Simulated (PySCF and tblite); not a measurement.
Allyl Fluoride, C3H5F, numbered as in [CH2:1]=[CH:2][CH2:3][F:4].

The ensemble was built from 90 distance-geometry starts (ETKDG and KDG, MMFF94s, GFN2-xTB) and rests on PBE0-D3(BJ)/def2-SVP geometries. Free energies are B3LYP-D3(BJ)/def2-TZVP single points with GFN2-xTB rigid-rotor and vibrational terms (modes under about 100 cm⁻¹ blended into free rotors). Symmetry numbers and mirror images are counted. Conformers within 3 kcal/mol (GFN2-xTB free energy) were kept, 8 at most. Couplings: B3LYP/pcJ-1. Couplings are for ¹³C, ¹⁹F, ¹H. Of two unlike H on one atom, a is the less shielded (PBE0/pcSseg-2). Run with PySCF (density fitting) and tblite.

Torsions listed: C1–C2–C3–F4. Of a mirror pair one member is shown.

```csv
conformer,shape,weight %
1,-132°,59.8
2,0°,40.2
```

Dihedral angles along the coupling paths:

| coupling | conformer | dihedral (°) |
| --- | --- | --- |
| ³J(H2,F4) | 1 | 49 |
| ³J(H2,F4) | 2 | -180 |
| ³J(H1b,H2) | 1 | 1 |
| ³J(H1b,H2) | 2 | 0 |
| ³J(H1a,H2) | 1 | -180 |
| ³J(H1a,H2) | 2 | -180 |

(1) What are these vicinal couplings in each conformer, and averaged?

Computed couplings to fluorine can be off by tens of per cent at such levels.

Answers

(1) 
| coupling | conformer | dihedral (°) | J (Hz) | average (Hz) |
| --- | --- | --- | --- | --- |
| ³J(H2,F4) | 1 | 49 | 10.5 | 16.3 |
| ³J(H2,F4) | 2 | -180 | 25.0 | 16.3 |
| ³J(H1b,H2) | 1 | 1 | 11.7 | 11.9 |
| ³J(H1b,H2) | 2 | 0 | 12.3 | 11.9 |
| ³J(H1a,H2) | 1 | -180 | 18.8 | 18.8 |
| ³J(H1a,H2) | 2 | -180 | 18.7 | 18.8 |
